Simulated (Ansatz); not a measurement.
`C/C(F)=C/CF` + H₂ → `F/C=C\CF` + CH₄ at 600 K and 1 bar (hydrogenolysis of a C–C bond).

Isolated molecules relaxed with PBE0-D4/def2-TZVP in Ansatz; ΔE leaves out vibrations. CCSD(T)/CBS adds triple-zeta CCSD(T) − MP2 to the extrapolated MP2 energy (def2 sets, frozen cores). This one scheme is used for every species. Double bonds are as drawn, so ΔE can hold a change between cis and trans. Each species was taken in one conformer, which may not be the lowest.

| species | CCSD(T)/CBS energy (Eh) | H − E (kJ/mol) | S (J/(mol·K)) |
| --- | --- | --- | --- |
| `C/C(F)=C/CF` | -355.37707 | 307.3 | 431.2 |
| H₂ | -1.17544 | 43.9 | 150.8 |
| `F/C=C\CF` | -316.10621 | 220.7 | 378.7 |
| CH₄ | -40.46206 | 140.4 | 215.7 |

H − E and S are ideal-gas, rigid-rotor, harmonic terms from PBE0-D4/def2-TZVP, for one conformer and one mirror image of each species. For small species the MP2-based limit differs from directly extrapolated CCSD(T) by up to some mEh (0.8 for H₂); such offsets cancel only in part. 1 Eh = 2625.50 kJ/mol, R = 8.31446 J/(mol·K).

Problem. By hand: ΔE, ΔH, ΔS and ΔG.

Solution. ΔE = (-316.10621) + (-40.46206) − (-355.37707) − (-1.17544) = -0.01576 Eh = -41.4 kJ/mol. Δ(H − E) = 220.7 + 140.4 − 307.3 − 43.9 = 9.9, so ΔH = -31.5 kJ/mol. ΔS = 378.7 + 215.7 − 431.2 − 150.8 = 12.4 J/(mol·K). ΔG = -31.5 − 600 × (12.4)/1000 = -38.9 kJ/mol.

Problem. By hand: the equilibrium constant, and the temperature at which ΔG would vanish if ΔH and ΔS stayed fixed.

Solution. log₁₀ K = −ΔG/(RT ln 10) = 3.4. ΔH and −TΔS have one sign here, so there is no such temperature.

The number of gas molecules stays the same, so ΔS is small and ΔH decides. A doubt of 5 kJ/mol in ΔE shifts log₁₀ K by 0.4 here. Other conformers and mirror images would add mixing entropy, several J/(mol·K) or more a flexible species. These are equilibria of isolated gas molecules and say nothing of rates. Largest T1 diagnostic: 0.012 (customary marks: 0.02 for closed shells, 0.045 for open ones).

ΔS is within the doubt of such terms, so its sign, and with it that verdict, could turn.
